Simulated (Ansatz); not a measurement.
One crystal and one scan (energy against volume) at two levels, PBE (plane waves to 420 eV, PAW, scalar-relativistic; Ansatz, a first-principles code) and r2SCAN (plane waves to 500 eV, PAW, scalar-relativistic; Ansatz), each from its own relaxed cell and on its own mesh. The cell shown is that of PBE.

Mo (bcc, W type)

```yaml
crystal:
  lattice:
    - [-1.58037, 1.58037, 1.58037]
    - [1.58037, -1.58037, 1.58037]
    - [1.58037, 1.58037, -1.58037]
  atoms:
    - { symbol: Mo, position: [0.00000, 0.00000, 0.00000] }
```

This relaxed cell (volume V₀) is scaled evenly in all directions, its shape held. Symmetry pins the atoms to their sites.

Energies are smeared free energies. Mo is run without spin polarisation. Mo was relaxed with its symmetry unable to fall. Percentages come from the unrounded values. Both scans cover V/V₀ from 0.940 to 1.060.

Results of PBE:

- Lattice constant a (Å): 3.161
- Pressure at the smallest volume (GPa): 18.3
- Energy cost of the largest compression (meV/atom): 51
- Bulk modulus B₀ (third-order Birch-Murnaghan fit) (GPa): 259.4
- Pressure for 5 % compression (fit) (GPa): 14.8

Estimate the r2SCAN values.


```tsv
quantity	r2SCAN	PBE − r2SCAN
Lattice constant a (Å)	3.151	+0.010 (+0.3 %)
Pressure at the smallest volume (GPa)	19.1	-0.8 (-4 %)
Energy cost of the largest compression (meV/atom)	53	-2 (-3 %)
Bulk modulus B₀ (third-order Birch-Murnaghan fit) (GPa)	271.3	-11.9 (-4.4 %)
Pressure for 5 % compression (fit) (GPa)	15.5	-0.7 (-4 %)
```

PBE gives the higher value for: lattice constant a. PBE gives the lower value for: pressure at the smallest volume; bulk modulus B₀; pressure for 5 % compression. For the lattice constant a the reference is 3.141 Å (measured, corrected to the static lattice; as given in Daniel Mejia-Rodriguez, S. B. Trickey, Physical Review B (2018), arXiv:1807.09216): r2SCAN lies nearer.  Neither level is exact: the differences show how much the result hangs on the functional.

(Under strain, the slope of the energy per volume gives the stress and its curvature an elastic modulus.)
